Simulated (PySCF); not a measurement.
Match the calculated data to a structure.

All candidates are C3H5ClO.

* UV, first state: lowest singlet excitation: 5.27 eV (235 nm, f = 0.000) [TDDFT PBE0/def2-SVPD]
* 1H NMR: chemical shifts (computed TMS as zero) by class: 2.88 (2 H), 1.10 (3 H) ppm [GIAO CAM-B3LYP/pcSseg-2]
* 13C NMR: chemical shifts (computed TMS as zero) by class: 194.0 (1 C), 45.1 (1 C), 10.5 (1 C) ppm [GIAO CAM-B3LYP/pcSseg-2]
* NMR, other nuclei: isotropic shieldings of nuclei other than C and H, by class: -256 (1 O), 467 (1 Cl) ppm [GIAO CAM-B3LYP/pcSseg-2]
* Rotational structure: rotational constants A, B, C: 8.867, 2.387, 1.926 GHz [PBE0-D3(BJ)/def2-SVP]
* Dipole: 2.94 D [PBE0/def2-SVPD]
* XPS: Cl2p3/2 206.2, C1s 291.3, C1s 291.9, C1s 295.1, O1s 538.9, Cl1s 2828.7 eV [ΔSCF SCAN, pcX-2 on the ionised atom, pcseg-1 elsewhere, spin-free X2C, 2p3/2 from a spin–orbit splitting computed afterwards within the 2p shell]

Gas-phase values; electronic properties from PySCF, density fitting. Levels stand in brackets. Geometry: PBE0-D3(BJ)/def2-SVP, one conformer, isolated molecule. NMR values are class means; diastereotopic atoms form classes of their own.

**Question.** Which candidate is it?
A. `ClC[C@@H]1CO1`
B. `ClC1COC1`
C. `CO/C=C\Cl`
D. `CO/C=C/Cl`
E. `CCC(=O)Cl`

**Answer.** E. It is `CCC(=O)Cl`. Numbering: `[CH3:1][CH2:2][C:3](=[O:4])[Cl:5]`. Its formula, C3H5ClO, gives 1 degree of unsaturation: 0 rings and 1 π bond in the structure found. 3 carbons fall into 3 classes; from least to most shielded: acyl halide carbon [C3] (194.0 ppm), sp3 carbon next to a carbonyl [C2] (45.1 ppm), methyl carbon [C1] (10.5 ppm). Hydrogen classes from least to most shielded: 2 H on an sp3 carbon next to a carbonyl, C2 (2.88 ppm), 3 H on a methyl carbon, C1 (1.10 ppm). The other shieldings belong to: -256 ppm, carbonyl oxygen [O4]; 467 ppm, chlorine bonded to C [Cl5]. The core levels belong to: Cl2p3/2 206.2 eV, chlorine bonded to C [Cl5]; C1s 291.3 eV, methyl carbon [C1]; C1s 291.9 eV, sp3 carbon next to a carbonyl [C2]; C1s 295.1 eV, acyl halide carbon [C3]; O1s 538.9 eV, carbonyl oxygen [O4]; Cl1s 2828.7 eV, chlorine bonded to C [Cl5]. S1 is mainly HOMO→LUMO (weight 0.98); the largest Löwdin shares of the orbital it empties are 0.54 on the carbonyl oxygen, 0.28 on the chlorine bonded to C, 0.08 on the sp3 carbon next to a carbonyl and 0.08 on the acyl halide carbon, of the orbital it fills 0.41 on the acyl halide carbon, 0.33 on the carbonyl oxygen, 0.11 on the chlorine bonded to C and 0.08 on the sp3 carbon next to a carbonyl. The optimised geometry has point group Cs and is an asymmetric top.

The others, at the same levels:
- `ClC[C@@H]1CO1` fails: its computed 13C shifts are 53.0 (1 C), 52.0 (1 C), 49.1 (1 C) ppm, core binding energies are Cl2p3/2 206.2, C1s 292.6, C1s 292.7, C1s 292.8, O1s 538.9, Cl1s 2828.8 eV and 1H shifts are 3.92 (1 H), 2.89 (1 H), 2.73 (1 H), 2.64 (1 H), 2.38 (1 H) ppm.
- `ClC1COC1` fails: its computed core binding energies are Cl2p3/2 206.2, C1s 292.6 (×2), C1s 292.6, O1s 538.6, Cl1s 2828.8 eV, rotational constant A is 10.669 GHz (against 8.867 GHz) and smallest rotational constant is 2.315 GHz (against 1.926 GHz).
- `CO/C=C\Cl` fails: its computed core binding energies are Cl2p3/2 206.3, C1s 291.5, C1s 292.3, C1s 292.6, O1s 539.4, Cl1s 2828.9 eV, rotational constant A is 7.541 GHz (against 8.867 GHz) and smallest rotational constant is 2.036 GHz (against 1.926 GHz).
- `CO/C=C/Cl` fails: its computed core binding energies are Cl2p3/2 206.2, C1s 291.5, C1s 292.3, C1s 292.9, O1s 539.5, Cl1s 2828.9 eV, rotational constant A is 17.843 GHz (against 8.867 GHz) and smallest rotational constant is 1.548 GHz (against 1.926 GHz).

Each candidate is one conformer, not necessarily the lowest. Dipoles, sizes and rotational constants follow the conformer. The torsions of the flexible species, by atom-mapped SMILES:
- `[CH3:1][CH2:2][C:3](=[O:4])[Cl:5]`: C1–C2–C3–O4 0°
- `[Cl:1][CH2:2][C@@H:3]1[CH2:4][O:5]1`: Cl1–C2–C3–C4 -92°
- `[CH3:1][O:2]/[CH:3]=[CH:4]\[Cl:5]`: C1–O2–C3–C4 0°
- `[CH3:1][O:2]/[CH:3]=[CH:4]/[Cl:5]`: C1–O2–C3–C4 0°
